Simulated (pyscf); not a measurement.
Thermochemistry of product channels of HO–Zr(OH)(OH)–Cl + H• on the doublet surface, in kcal/mol, from ωB97M-D3(BJ)/def2-TZVP energies (ideal gas, 1 atm, RRHO with modes under 100 cm⁻¹ raised to 100, one conformer, R ln 2 for rigid chiral ones). Structures and frequencies: ωB97X-D3(BJ)/def2-SVP in PySCF.

| products | ΔE | ΔH(298 K) | ΔG(298 K) | ΔG(1200 K) |
|---|---|---|---|---|
| [O–Zr(OH)(OH)–Cl]• + H₂ | +19.5 | +19.2 | +17.9 | ___ |
| OH• + HO–ZrH(OH)–Cl | ___ | +50.8 | +48.3 | +43.6 |
| O=Zr(OH)–OH + Cl• + H₂ | ___ | +77.2 | +68.3 | +43.7 |

Task: Complete the blanks.

Result: 
- [O–Zr(OH)(OH)–Cl]• + H₂, ΔG(1200 K): +15.4
- OH• + HO–ZrH(OH)–Cl, ΔE: +50.0
- O=Zr(OH)–OH + Cl• + H₂, ΔE: +77.5

These are energies of the channels, which say nothing of barriers. Left out: orbital degeneracy and the spin-orbit lowering of Cl, OH. Open-shell species with a d-block atom are single-reference here; other states, and whether the spin sits on metal or ligand, were not checked. Elements past Kr carry the def2 core potentials, without spin-orbit coupling.
